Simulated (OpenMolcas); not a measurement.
# A ladder of methods for BH2F (SMILES BF)

BH2F: 4 atoms, total charge 0, spin state singlet. As SMILES, `BF`. The shape is that of a PBE0-D4/def2-TZVP optimisation.

```jsonl
{"atom": "B", "x (Å)": "-0.0273", "y (Å)": "-0.0040", "z (Å)": "-0.0308"}
{"atom": "F", "x (Å)": "1.0612", "y (Å)": "-0.2967", "z (Å)": "0.6499"}
{"atom": "H", "x (Å)": "-1.0125", "y (Å)": "-0.6491", "z (Å)": "0.1862"}
{"atom": "H", "x (Å)": "0.0342", "y (Å)": "0.8896", "z (Å)": "-0.8256"}
```

Each level gives the energy change with the B1–H3 bond stretched from 1.197 to 2.095 Å (eV). The values are calculated.

| level | kind | program | value (eV) | less FCI/STO-3G | CPU time (all runs) |
| --- | --- | --- | --- | --- | --- |
| PBE/STO-3G (restricted) | GGA | OpenMolcas | 3.89 | +0.07 | 6.8 s |
| r2SCAN/STO-3G (restricted) | meta-GGA | OpenMolcas | 4.17 | +0.35 | 8.4 s |
| B3LYP/STO-3G (restricted) | global hybrid | OpenMolcas | 4.21 | +0.39 | 6.8 s |
| B2PLYP/STO-3G (restricted) | double hybrid | OpenMolcas | 4.40 | +0.58 | 6.1 s |
| MP2/STO-3G (restricted) | perturbation theory | OpenMolcas | 4.59 | +0.77 | 2.9 s |
| MRCI(2,2)/STO-3G | multireference | OpenMolcas | 3.90 | +0.08 | 3.2 s |
| ACPF/STO-3G (restricted) | coupled cluster or CI | OpenMolcas | 3.65 | -0.17 | 3.1 s |
| CISD/STO-3G (restricted) | coupled cluster or CI | OpenMolcas | 4.07 | +0.25 | 3.1 s |
| FCI/STO-3G | exact in the basis | OpenMolcas | 3.82 | 0.00 | 7.7 s |

FCI/STO-3G is exact within its basis and frozen core, so for wave-function methods in that basis the difference is their error; functionals converge differently with the basis, so for them it is only a difference. The first shape isn't each level's own minimum. The values span 3.65 to 4.59 eV. All rows use very small basis sets, so even the best lies far from the true value. Times are those of the runs behind each value, whatever else they computed, on shared processors of several kinds: orders of magnitude only.
